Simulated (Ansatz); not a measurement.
**CH5BS: one structure at several levels**

An exercise on one series of results from a longer session: the logs are not shown, and one member is left open.

Method: single points in def2-TZVPP; program: Ansatz 0.2.0, Gaussian basis.

Cores are frozen in the correlated methods.

## Where the work starts

8 atoms, charge 0, spin multiplicity 1.

Atoms are counted from 1 here; the program's logs count them from 0.

Bond lengths: C1–B2 1.557 Å, C1–H4 1.113 Å, C1–H5 1.087 Å, C1–H6 1.080 Å, B2–S3 1.753 Å, B2–H7 1.204 Å, S3–H8 1.308 Å. Angles: B2–C1–H4 113.1°, B2–C1–H5 112.7°, B2–C1–H6 116.9°, H4–C1–H5 104.1°, H4–C1–H6 106.9°, H5–C1–H6 101.8°, C1–B2–S3 119.2°, C1–B2–H7 121.5°, S3–B2–H7 119.2°, B2–S3–H8 101.5°.

Coordinates:

```
C    -0.59230    0.82760   -0.27760
B     0.45230   -0.31340   -0.10450
S     0.35010   -1.36090    1.29690
H    -1.47110    0.52610   -0.89070
H    -0.18760    1.69050   -0.79990
H    -0.97860    1.27750    0.62460
H     1.28280   -0.53870   -0.94640
H     1.30620   -2.21910    1.05060
```

The first run:

Contents of run/in.yaml:

```yaml
crystal:
  periodic: [false, false, false]
  atoms:
    - {symbol: C, position_ang: [-0.592300, 0.827600, -0.277600]}
    - {symbol: B, position_ang: [0.452300, -0.313400, -0.104500]}
    - {symbol: S, position_ang: [0.350100, -1.360900, 1.296900]}
    - {symbol: H, position_ang: [-1.471100, 0.526100, -0.890700]}
    - {symbol: H, position_ang: [-0.187600, 1.690500, -0.799900]}
    - {symbol: H, position_ang: [-0.978600, 1.277500, 0.624600]}
    - {symbol: H, position_ang: [1.282800, -0.538700, -0.946400]}
    - {symbol: H, position_ang: [1.306200, -2.219100, 1.050600]}
basis:
  gaussian: {orbitals: def2-TZVPP}
correlation: {method: ccsd_t}
output: {forces: true}
```

No record of the launch command was kept for these runs.

Among the steps run: CCSD(T)/def2-TZVPP; PBE0-D4/def2-TZVPP; wB97M-V/def2-TZVPP; r2SCAN-D4/def2-TZVPP; PBE-D4/def2-TZVPP; revPBE-D4/def2-TZVPP; CAM-B3LYP-D4/def2-TZVPP.

One table of the session follows, with a row left open; its other results are not shown here.

| method | RMS force component (eV/Å) | angle to CCSD(T) forces (°) | dipole (D) |
| --- | --- | --- | --- |
| CCSD(T) | 0.500 | reference | 0.42 |
| PBE0-D4 | 0.460 | 12.2 | 0.42 |
| wB97M-V | 0.468 | 7.0 | 0.40 |
| r2SCAN-D4 | 0.474 | 12.1 | 0.41 |
| PBE-D4 | 0.517 | 21.9 | 0.33 |
| revPBE-D4 | ? | ? | ? |
| CAM-B3LYP-D4 | 0.448 | 10.1 | 0.46 |

Estimate the missing values for revPBE-D4.

As computed: RMS force component (eV/Å): 0.541; angle to CCSD(T) forces (°): 19.4; dipole (D): 0.32. In the column «RMS force component (eV/Å)» it is the highest.
